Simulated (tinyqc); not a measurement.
Inside a calculation. Method: CIS on RHF in the sto-3g basis, frozen core, for BH2+, spin multiplicity 1. One step of it, computed by the program tinyqc.

Question. CIS matrix, singlets. A(ia,jb) = (e_a - e_i) d_ij d_ab + 2 (ia|jb) - (ij|ab).

orbital energies (hartree): MO1 -7.964488, MO2 -1.027893, MO3 -0.873191, MO4 -0.261525, MO5 -0.188041, MO6 0.360475, MO7 0.405462

Two-electron integrals over orbitals (pq|rs), unique and non-zero (hartree); the lowest 1 orbital is frozen and left out:
```
(22|22) 0.498209    (32|22) -0.015463   (32|32) 0.144466    (33|22) 0.485098
(33|32) 0.011213    (33|33) 0.505642    (42|22) 0.033669    (42|32) 0.000073
(42|33) 0.019630    (42|42) 0.063586    (43|22) -0.000545   (43|32) 0.015323
(43|33) 0.001911    (43|42) 0.002228    (43|43) 0.028892    (44|22) 0.443660
(44|32) -0.000469   (44|33) 0.440105    (44|42) -0.065209   (44|43) -0.004681
(44|44) 0.597092    (52|52) 0.073521    (53|52) 0.002361    (53|53) 0.020812
(54|52) -0.031372   (54|53) -0.001662   (54|54) 0.044828    (55|22) 0.478021
(55|32) -0.000538   (55|33) 0.454402    (55|42) -0.028478   (55|43) -0.002754
(55|44) 0.514306    (55|55) 0.586773    (62|22) -0.035508   (62|32) 0.012965
(62|33) -0.007090   (62|42) -0.000762   (62|43) 0.020138    (62|44) -0.041712
(62|55) -0.068911   (62|62) 0.067192    (63|22) -0.022356   (63|32) 0.051298
(63|33) -0.009930   (63|42) 0.034302    (63|43) 0.018442    (63|44) -0.070222
(63|55) -0.067950   (63|62) 0.057622    (63|63) 0.094217    (64|22) -0.020800
(64|32) 0.045823    (64|33) 0.000974    (64|42) -0.001363   (64|43) -0.007289
(64|44) -0.027320   (64|55) -0.023930   (64|62) 0.023195    (64|63) 0.033350
(64|64) 0.039892    (65|52) -0.039091   (65|53) -0.012653   (65|54) 0.011059
(65|65) 0.033526    (66|22) 0.482732    (66|32) 0.114203    (66|33) 0.506960
(66|42) 0.033393    (66|43) 0.028745    (66|44) 0.442549    (66|55) 0.464773
(66|62) 0.013697    (66|63) 0.057283    (66|64) 0.028057    (66|66) 0.641517
(72|22) -0.027693   (72|32) -0.022806   (72|33) -0.009016   (72|42) 0.004810
(72|43) -0.022987   (72|44) -0.042962   (72|55) -0.066171   (72|62) 0.017071
(72|63) 0.002129    (72|64) 0.018444    (72|66) -0.051890   (72|72) 0.073945
(73|22) 0.009231    (73|32) 0.045036    (73|33) 0.017773    (73|42) -0.039538
(73|43) 0.009817    (73|44) 0.073634    (73|55) 0.067106    (73|62) -0.012603
(73|63) -0.017129   (73|64) 0.000581    (73|66) 0.051868    (73|72) -0.058974
(73|73) 0.086404    (74|22) -0.008729   (74|32) -0.051984   (74|33) -0.007667
(74|42) -0.002889   (74|43) 0.008994    (74|44) -0.022671   (74|55) -0.019627
(74|62) 0.019150    (74|63) -0.005827   (74|64) -0.014818   (74|66) -0.045815
(74|72) 0.020851    (74|73) -0.030056   (74|74) 0.042762    (75|52) -0.036544
(75|53) 0.010334    (75|54) 0.010380    (75|65) 0.014518    (75|75) 0.030928
(76|22) 0.015102    (76|32) -0.012743   (76|33) -0.003677   (76|42) 0.027805
(76|43) -0.001702   (76|44) -0.025296   (76|55) -0.000727   (76|62) -0.012590
(76|63) 0.007498    (76|64) -0.010114   (76|66) -0.003195   (76|72) -0.002052
(76|73) -0.023314   (76|74) -0.001007   (76|76) 0.022736    (77|22) 0.505958
(77|32) -0.117420   (77|33) 0.488919    (77|42) 0.028054    (77|43) -0.026470
(77|44) 0.451859    (77|55) 0.469965    (77|62) -0.043555   (77|63) -0.068593
(77|64) -0.042343   (77|66) 0.400339    (77|72) 0.027659    (77|73) -0.045813
(77|74) 0.033577    (77|76) 0.019645    (77|77) 0.643231
```

Give: CIS matrix A, singlet.

Answer.

CIS matrix A, singlet (hartree):
```
         2>4     2>5      2>6      2>7      3>4     3>5      3>6      3>7
2>4   0.4499  0.0000   0.0193   0.0184   0.0049  0.0000   0.0228  -0.0271
2>5   0.0000  0.5089   0.0000   0.0000   0.0000  0.0053   0.0000   0.0000
2>6   0.0193  0.0000   1.0400   0.0190  -0.0055  0.0000   0.0010  -0.0125
2>7   0.0184  0.0000   0.0190   1.0753   0.0060  0.0000   0.0170  -0.0005
3>4   0.0049  0.0000  -0.0055   0.0060   0.2293  0.0000   0.0359   0.0273
3>5   0.0000  0.0053   0.0000   0.0000   0.0000  0.2724   0.0000   0.0000
3>6   0.0228  0.0000   0.0010   0.0170   0.0359  0.0000   0.9151  -0.0306
3>7  -0.0271  0.0000  -0.0125  -0.0005   0.0273  0.0000  -0.0306   0.9625
```
